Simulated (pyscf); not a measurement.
Four-centre exchange: H₃Sn–SnH₃ + HF → F–SnH₂–SnH₃ + H₂

Gas phase, singlet surface, charge 0. Bonds broken: Sn1–H3, F9–H10. Bonds formed: Sn1–F9, H3–H10. Single points on ωB97X-D3(BJ)/def2-SVP structures (PySCF, gas phase).

Transition state (Å):

```xyz
10

Sn    -0.4357     0.4777    -0.4550
Sn     0.3677    -1.4438     1.2961
H     -1.9681     0.9223     0.8462
H     -1.5637     0.0388    -1.6561
H      0.9077     1.2345    -1.2023
H      1.6172    -2.3891     0.6143
H     -0.9515    -2.4482     1.6961
H      0.9530    -0.6865     2.7078
F     -0.8381     2.5728     0.2026
H     -1.6043     1.8702     0.6919
```

One imaginary mode, 1094i cm⁻¹; descent along it reached the two sides named.

| bond | change | reactant side (Å) | saddle | product side |
|---|---|---|---|---|
| Sn1–H3 | breaks | 1.723 | 2.059 | 4.0 |
| F9–H10 | breaks | 0.927 | 1.149 | 2.270 |
| Sn1–F9 | forms | 3.2 | 2.232 | 1.959 |
| H3–H10 | forms | 1.919 | 1.027 | 0.762 |

Electronic energies relative to the separated reactants (kJ/mol):

```
level                   barrier  reaction energy  reverse barrier
----------------------  -------  ---------------  ---------------
ωB97X-D3(BJ)/def2-TZVP    109.5            -41.3            150.8
PBE/def2-TZVP              85.3            -41.5            126.9
r²SCAN/def2-TZVP           91.8            -46.1            138.0
B3LYP-D3(BJ)/def2-TZVP    102.8            -44.2            147.1
PBE0-D3(BJ)/def2-TZVP     104.5            -30.6            135.1
M06-2X/def2-TZVP          101.9            -57.5            159.4
ωB97M-D3(BJ)/def2-TZVP    113.5            -35.4            149.0
HF/def2-TZVP              178.6            -30.4            208.9
```

With ωB97M-D3(BJ)/def2-TZVP energies and thermal terms (ideal gas, 1 atm, RRHO with modes under 100 cm⁻¹ raised to 100, one conformer, R ln 2 for rigid chiral ones), in kJ/mol:

```csv
T (K),ΔH‡,ΔG‡,ΔH,ΔG
298,107.1,144.6,-43.3,-41.6
600,105.8,183.4,-40.9,-40.8
900,106.7,222.1,-39.2,-41.1
1200,108.6,260.3,-38.2,-41.9
```

At the saddle there is also a short H–Sn contact that neither side keeps. One saddle was located; it need not be the lowest between these sides. Elements past Kr carry the def2 core potentials, without spin-orbit coupling.
